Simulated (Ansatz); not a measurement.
Basis-set extrapolation for C2H4N2S (`C=NC(=N)S`) (PBE0-D4/def2-TZVP geometry, frozen core, Ansatz). Multiplicity 1, RHF reference.

|  | def2-TZVPP | def2-QZVPP |
| --- | --- | --- |
| HF | -584.536007 | -584.555508 |
| MP2 correlation | -0.891553 | -0.955531 |
| CCSD(T) correlation | -0.969165 | not run |

Energies in hartree. Use E(X) = E(∞) + A·exp(−7.88·√X) for Hartree–Fock and E(X) = E(∞) + B·X^(−2.97) for correlation, with X = 3 and 4, and add CCSD(T) minus MP2 of the smaller set to the MP2 limit.

Problem. What is the CCSD(T) energy at the basis-set limit?

Solution. HF limit: -584.555508 + (-0.019501) × 0.13774 = -584.55819. MP2 limit: -0.955531 + (-0.063978) × 0.74074 = -1.00292. Higher-order term: -0.969165 − (-0.891553) = -0.07761. Total: -585.63872 hartree, 83.8 kcal/mol below CCSD(T)/def2-TZVPP.
